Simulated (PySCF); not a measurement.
# Reading a saddle point

A first-order saddle point of BNH₃F, singlet, PBE0-D4/def2-TZVP, with one imaginary mode of 546i cm⁻¹:

B1  (-0.326, 0.157, -0.515)
F2  (0.450, 1.355, 0.620)
N3  (0.092, -0.846, 0.190)
H4  (0.605, 0.380, 0.916)
H5  (-0.845, 0.798, -1.355)
H6  (0.025, -1.844, 0.143)
(Å)

Program: PySCF 2.14 with density fitting (its default auxiliary sets; JK sets also for MP2 and CCSD(T)). Basis: def2-TZVPP and def2-QZVPP. Cores are frozen in the correlated methods. Extrapolation: Hartree–Fock as exp(−7.88 √X), correlation as X^−2.97.

Problem. Which contacts change along the imaginary mode, and what lies on either side? (Judge from chemistry; the calculation decides.)

Solution. By the calculation: The step is BNH₃F ([NH2][BH][F]) → BNH₂ ([BH][NH]) + HF, with the molecules in contact on both sides. Shortening one way: F2–H4; lengthening the same way: B1–F2, N3–H4.
```tsv
pair	one side (Å)	saddle (Å)	other side (Å)
F2–H4	2.61	1.03	0.94
B1–F2	1.34	1.82	3.22
N3–H4	1.01	1.51	1.89
```

Problem. Which side is lower, and how far does the saddle lie above each? (To be estimated.)

Solution. Computed: The side with B1–F2, N3–H4 short is lower by 58.87 kcal/mol; the saddle lies 74.75 kcal/mol above it and 15.88 kcal/mol above the other (CCSD(T) at an estimated basis limit (MP2 extrapolated from triple and quadruple zeta, plus CCSD(T) − MP2 in triple zeta); electronic energies).

T1 diagnostic: at most 0.016.

Labels in which every atom is bracketed show which atoms are joined, not bond orders.

For scale, one of the runs: CCSD(T)/def2-TZVPP, 135 basis functions, launched by `OMP_NUM_THREADS=4 python run.py`. Hardware: 4 CPU threads of an Arm Neoverse V1, shared host. Wall time 58 s; peak host memory 0.77 GiB.
